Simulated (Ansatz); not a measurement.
1T (CdI2-type) PtS2, treated with r²SCAN (Ansatz, a first-principles code, PAW).

Numerical settings: plane-wave cutoff 600 eV, 12×12×8 k mesh (along the axes of the cell as run), finite displacements, scalar-relativistic PAW data made under PBE.

The cell has the measured lattice parameters. Conventional cell: a = 3.5420 Å, b = 3.5420 Å, c = 5.0430 Å, α = 90.00°, β = 90.00°, γ = 120.00°.

```cif
data_PtS2
_chemical_formula_sum 'Pt1 S2'
_space_group_name_H-M_alt 'P-3m1'
_space_group_IT_number 164
_space_group_name_Hall '-P 3 2"'
_cell_length_a 3.54200
_cell_length_b 3.54200
_cell_length_c 5.04300
_cell_angle_alpha 90.000
_cell_angle_beta 90.000
_cell_angle_gamma 120.000
loop_
_atom_site_label
_atom_site_type_symbol
_atom_site_symmetry_multiplicity
_atom_site_Wyckoff_symbol
_atom_site_fract_x
_atom_site_fract_y
_atom_site_fract_z
_atom_site_occupancy
Pt1 Pt 1 a 0.00000 0.00000 0.00000 1
S1 S 2 d 0.33333 0.66667 0.24296 1
```

Harmonic phonon frequencies (cm⁻¹; i marks an imaginary mode; at Γ without the LO shift):

```csv
q point,frequencies
Γ,0 0 0 309 309 313 313 330 348
M,116 138 200 279 289 327 343 347 361
A,37 37 40 304 304 340 342 342 347
```

No imaginary mode appears at these points.

Note: the cell isn't this level's own, so it is under some stress, which shifts stiffness and frequencies.
